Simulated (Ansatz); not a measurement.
For rhombohedral A7 As, PBE-D4 (plane waves, PAW; Ansatz, a first-principles code) gives:

| Item | Result |
|---|---|
| lattice parameter a | 3.784 Å |
| c axis length | 10.103 Å |

Q: What does r²SCAN+rVV10 (Ansatz, PAW) give for the same quantities?

A: 
- lattice constant a: 3.759 Å (shrinks by 0.7 %)
- lattice parameter c: 10.736 Å (rises by 6.3 %)

For comparison: lattice constant a 3.760 Å (measured, 4 K, zero-point motion not removed; as tabulated in Schiferl, Barrett, J. Appl. Cryst. 2, 30 (1969), as in the American …); lattice parameter c 10.441 Å (measured, 4 K, zero-point motion not removed; as tabulated in Schiferl, Barrett, J. Appl. Cryst. 2, 30 (1969), as in the American …).

Changes are worked out from the printed values.

Unless a cell is named, each level is at its own relaxed cell (PBE-D4 20.88, r²SCAN+rVV10 21.90 Å³/atom).

Ansatz's density-functional and Hartree–Fock values are scalar-relativistic unless marked +SOC, with PAW data made under PBE.
